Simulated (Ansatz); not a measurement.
hcp Mg, treated with PBEsol in Ansatz (plane waves, PAW).

Run with plane-wave cutoff 520 eV, 18×18×12 k mesh (along the axes of the cell as run), Fermi–Dirac smearing 0.05 eV, scalar-relativistic PAW data made under PBE.

Shape and atoms are relaxed at each volume.

Pressure at four volumes; x = ln(V/22.506 Å³). One pressure is withheld.

| V (Å³/atom) | x | P (GPa) |
|---|---|---|
| 21.606 | -0.0408 | ? |
| 22.056 | -0.0202 | 0.798 |
| 22.506 | 0.0000 | 0.012 |
| 23.406 | 0.0392 | -1.344 |

Q: Pass a parabola P(x) through the three rows shown, estimate the bulk modulus and its pressure derivative near zero pressure, and predict the withheld pressure.

A: Slopes between the rows: (0.012 − (0.798))/(0.0000 − (-0.0202)) = -38.91 and (-1.344 − (0.012))/(0.0392 − (0.0000)) = -34.59 GPa. Their difference over the span 0.0594 is c = 4.32/0.0594 = 72.7 GPa, so P(x) = 0.798 + (-38.91)(x − (-0.0202)) + 72.7 (x − (-0.0202))(x − (0.0000)). At the middle row B = −dP/dx = −[-38.91 + 72.7 × 0.0202] = 37.4 GPa, and B′ = dB/dP = 2c/B = 3.9. At x = -0.0408 the parabola gives 1.661 GPa; the run gives 1.666 GPa. The Birch–Murnaghan fit to the energies at all volumes has B0 = 37.3 GPa and B′ = 4.0.

Measured, for comparison: bulk modulus 38.6 GPa (copied from a table, unchecked, extrapolated to 0 K and zero-point effects removed; as tabulated in Lejaeghere et al. (2013), arXiv:1204.2733). Computed less measured: bulk modulus not scored (unchecked).

Ansatz is a program for electronic structure.
